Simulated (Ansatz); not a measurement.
```xyz
2

N     0.0000    0.0000   -0.5489
N     0.0000    0.0000    0.5489
```

Basis set: def2-TZVP (spherical functions). Correlated methods keep 2 orbitals frozen. Charge 0, multiplicity 1.

Computed with Ansatz (development build ahead of 0.2.0); each method stands on the lowest determinant of its kind that the runs found. Restricted open shells among the atoms or ions are ROHF, correlated in semicanonical orbitals with singles.

The atomization energy at this shape (free ground-state atoms in the same class of orbitals less the molecule, no zero-point energy) of singlet N₂:

| method | atomization energy |
| --- | --- |
| RHF-MP2 | 961.3 kJ/mol |

Problem. What does RHF give?

Solution. 498.2 kJ/mol.
